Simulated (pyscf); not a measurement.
methyl (CH₃•) + hydrogen fluoride (HF) → fluoromethane (H₃C–F) + H atom (H•), an atom transfer (doublet surface; F–H broken, C–F formed). PySCF, gas phase, ωB97X-D3(BJ)/def2-SVP geometries. Correlated levels are frozen-core, on RHF or UHF. ΔMP2 is the change of the MP2 total energy from the triple- to the quadruple-zeta basis. Energies in eV from the separated reactants.

Small-basis levels: PySCF, no dispersion term, spherical d functions. Open shells are spin-unrestricted. 

Quick HF/STO-3G single points give ΔE‡ = 1.98 eV and ΔE = +0.34 eV. What does CCSD(T)/def2-TZVPP + ΔMP2(QZVPP) give, and how far is the quick result from it?

CCSD(T)/def2-TZVPP + ΔMP2(QZVPP) gives ΔE‡ = 2.50 eV and ΔE = +1.17 eV. HF/STO-3G lies 0.52 eV under it in the barrier and 0.83 eV under it in the reaction energy, so on this step it does not hold to within 0.13 eV. CCSD(T)/def2-TZVPP + ΔMP2(QZVPP) has limits of its own. One saddle was located; it need not be the lowest between these sides. The angle at the transferred F is 180°. The CCSD(T) − MP2 part came from Ansatz, without density fitting, on the same reference.
